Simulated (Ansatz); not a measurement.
The same path of BClH5N (8 atoms, charge 0, multiplicity 1) was run twice with different band settings. Lost on the way: B1–Cl2, N5–H8. Made: Cl2–H8.

The calculation used Ansatz 0.2.0, RHF/def2-mTZVP.

Relaxed end points:

```xyz
8
Properties=species:S:1:pos:R:3
B -0.003 -0.205 0.235
Cl 0.224 0.810 1.815
H 0.917 -0.065 -0.511
H -1.089 -0.052 -0.230
N 0.060 -1.753 0.770
H -0.058 -2.406 0.015
H 0.942 -1.938 1.213
H -0.661 -1.920 1.448
```

```xyz
8
Properties=species:S:1:pos:R:3
B 0.089 -0.657 -0.652
Cl -0.379 -0.071 3.609
H 1.051 -0.031 -0.955
H -0.976 -0.429 -1.123
N 0.208 -1.668 0.299
H -0.539 -2.285 0.528
H 1.087 -1.966 0.662
H -0.209 -0.422 2.386
```

Common settings: movable images 5; climbing image yes; spring 5.0 eV/Å²; optimiser quadratic models (default); force threshold 0.05 eV/Å; iteration limit 60; end points relaxed.

| run | start path |
| --- | --- |
| 1 | through a guess of the saddle point |
| 2 | straight line |

What does each run give, and how far can it be trusted?

Run 1: converged after 13 iterations, highest image 1.434 eV above the first end. A vibrational analysis at the climbing image gives one clearly imaginary mode, 186i cm⁻¹: a first-order saddle point.
Run 2: converged after 17 iterations, highest image 1.434 eV above the first end. Another band between the same ends (5 images) ends at a top of the same energy, where a vibrational analysis finds 1 clearly imaginary mode.
The orbitals stay closed-shell, which can raise the energy where a bond breaks towards radicals; this wasn't checked here.
